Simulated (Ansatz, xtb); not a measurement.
# Two isomers of C2H4N+

Structure X: `CC#[NH+]`, a singlet. Structure Y: `C#[N+]C`, a singlet. Both are isolated ions in the gas phase, relaxed with B3LYP-D4/def2-TZVP.

Quicker runs give these differences E(Y) − E(X): GFN2-xTB +32.6 kJ/mol; HF/STO-3G +38.9 kJ/mol (at GFN2-xTB geometries); r2SCAN-D4/def2-SVP +57.9 kJ/mol (at GFN2-xTB geometries).

Estimate E(Y) − E(X) at the level CCSD(T)/def2-TZVPP.

Calculated at CCSD(T)/def2-TZVPP: E(Y) − E(X) = +45.2 kJ/mol, so structure X lies lower.

Level by level:

| level | geometry | E(Y) − E(X) (kJ/mol) | departure from the last row (kJ/mol) | job, with rough time for the two |
| --- | --- | --- | --- | --- |
| GFN2-xTB | GFN2-xTB | +32.6 | −12.6 | optimisation, 0.1 s |
| HF/STO-3G | GFN2-xTB | +38.9 | −6.3 | single point, 0.12 s |
| r2SCAN-D4/def2-SVP | GFN2-xTB | +57.9 | +12.7 | single point, 1.5 s |
| B3LYP-D4/def2-TZVP | B3LYP-D4/def2-TZVP | +48.6 | +3.4 | optimisation, 10 s |
| HF/def2-TZVPP | B3LYP-D4/def2-TZVP | +46.4 | +1.2 | part of the CCSD(T) run |
| MP2/def2-TZVPP | B3LYP-D4/def2-TZVP | +44.9 | −0.3 | part of the CCSD(T) run |
| CCSD(T)/def2-TZVPP | B3LYP-D4/def2-TZVP | +45.2 |  | single point, 21 s |

As drawn, Y has 1 C–N, 1 C–H in place of 1 C–C, 1 N–H.

None of the levels shown reverses the order. The largest departure from CCSD(T)/def2-TZVPP is that of r2SCAN-D4/def2-SVP, 12.7 kJ/mol.

With harmonic frequencies from B3LYP-D4/def2-TZVP (ideal gas, rigid rotor, one conformer each, 400 K, 1 atm): the zero-point term adds +2.0 kJ/mol; ΔH is +46.7 and ΔG +47.4 kJ/mol.

The correlated steps freeze 3 core orbitals. Programs: Ansatz 0.2.0, xtb 6.7.1; the last row on 2 threads of Arm Neoverse V1 on a shared host.
